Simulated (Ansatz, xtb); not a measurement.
## C4H5FS: 7 structures ranked

7 gas-phase structures of C4H5FS, from a drawn sample of its isomers (lower ones may exist). Each was relaxed with GFN2-xTB; where two conformers were screened, the lower at r2SCAN-D4/def2-SVP is listed:

A. `CCC(F)=C=S`, a singlet
B. `C[C@H](F)C=C=S`, a singlet
C. `F[C@@H]1CC=CS1`, a singlet
D. `F[C@@H]1C=CSC1`, a singlet
E. `F/C=C1\CCS1`, a singlet
F. `FC1=CCCS1`, a singlet
G. `CC(=C=S)CF`, a singlet

Task: Which do you expect lowest at r2SCAN-D4/def2-SVP, and how would the others follow?

Result: Calculated order at r2SCAN-D4/def2-SVP: C (0.0), D (2.6), F (12.7), B (58.1), G (66.0), E (78.3), A (98.0) kJ/mol. Less than 1 kcal/mol parts C and D, so the order within that pair means little.

Energies above the lowest of each column, in kJ/mol; the last columns are at B3LYP-D3(BJ)/def2-SVP geometries and were run for some of them only (a dash: not run or not comparable):

```
structure  GFN2-xTB  HF/STO-3G  r2SCAN-D4/def2-SVP  B3LYP-D3(BJ)/def2-SVP  CCSD(T)/def2-SVP + ΔMP2/def2-TZVPP
        C       0.0       13.4                 0.0                    0.0                                 0.0
        D       0.7       21.7                 2.6                    0.8                                 0.1
        F       2.9        0.0                12.7                   12.4                                20.2
        B      83.5      197.8                58.1                   56.6                                   –
        G      85.6      199.9                66.0                   62.7                                   –
        E      48.7       90.6                78.3                   74.7                                   –
        A     105.9      201.1                98.0                      –                                   –
```

CCSD(T)/def2-SVP + ΔMP2/def2-TZVPP puts C lowest of those it was run on, with D within 1 kcal/mol; HF/STO-3G picks F. Flexible structures stand in one conformer each, not always the lowest. Frequencies (GFN2-xTB) were run for C, D, F alone. ΔMP2 is the change of the MP2 energy from the smaller to the larger basis.

Over these structures GFN2-xTB departs from r2SCAN-D4/def2-SVP by 13.7 kJ/mol on average once a common shift is removed. A GFN2-xTB relaxation took about 0.18 s and the r2SCAN-D4/def2-SVP energy about 3.3 s on a shared host (Ansatz 0.2.0, xtb 6.7.1).
